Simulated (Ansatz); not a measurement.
# AlPNH+ (quartet): correlated methods under varied settings

One table from this session's results is given with a row withheld; the runs are named, their logs left out.

Method: the settings change from run to run; program: Ansatz 0.2.0, Gaussian basis.

28 further runs of the same task are left out: 6 for a known fault of the program, 8 that didn't finish, 14 set aside as unsound or not needed. Runs told in other sessions of the task aren't counted.

### The geometry

The geometry is a PBE0/def2-TZVP stationary point (not a proven minimum) of the parent state, kept for this charge and spin.

4 atoms, charge 1, spin multiplicity 4.

Atoms are counted from 1 here; the program's logs count them from 0.

Bond lengths: Al1–P2 2.302 Å, Al1–N3 1.754 Å, Al1–H4 1.565 Å, P2–N3 1.661 Å. Angles: P2–Al1–N3 45.9°, P2–Al1–H4 164.6°, N3–Al1–H4 149.4°, Al1–P2–N3 49.3°, Al1–N3–P2 84.7°.

The first run:

in.yaml reads:

```yaml
crystal:
  periodic: [false, false, false]
  atoms:
    - {symbol: Al, position_ang: [0.000000, 0.178691, 1.200401]}
    - {symbol: P, position_ang: [0.000000, 0.289240, -1.098974]}
    - {symbol: N, position_ang: [0.000000, -1.021284, -0.078453]}
    - {symbol: H, position_ang: [0.000000, 0.520480, 2.727908]}
basis:
  gaussian: {orbitals: cc-pVDZ}
total_charge: 1
magnetization: {spin_polarized: true, initial_magnetization: 3}
hamiltonian: {xc: {name: PBE0}}
correlation: {method: bccd, electrons: outside_noble_gas}
```

Launch:

```bash
> ansatz run in.yaml --threads 1 --pin off --events-out ev --progress --plain --max-ram 2393MiB
```

Steps of the session up to this table: BCCD/cc-pVDZ; CCSD on UHF/cc-pVDZ; CCSD(T) on UHF/cc-pVDZ; CCSD on ROHF/cc-pVDZ.

One of the session's tables, all rows but one given; the rest of the session is left out.

```
                          level         correlated  from UCCSDT(Q) (meV)
BCCD/cc-pVDZ (on PBE0 orbitals)  outside noble gas                 514.0
            CCSD on UHF/cc-pVDZ            valence                 395.2
         CCSD(T) on UHF/cc-pVDZ  outside noble gas                     ?
           CCSD on ROHF/cc-pVDZ  outside noble gas                 412.3
            CCSD on UHF/cc-pVDZ  outside noble gas                 395.2
```

**Question.** Estimate the row for CCSD(T) on UHF/cc-pVDZ, outside noble gas.

As computed: from UCCSDT(Q) (meV): 75.0. In the column «from UCCSDT(Q) (meV)» it is the lowest.

To keep in mind: Where basis and cores are those of an earlier UCCSDT(Q)/cc-pVDZ run (-17350.0943 eV), and the records show the same count of frozen orbitals and kind of state, the miss against it is given; a blank cell means that this couldn't be shown.
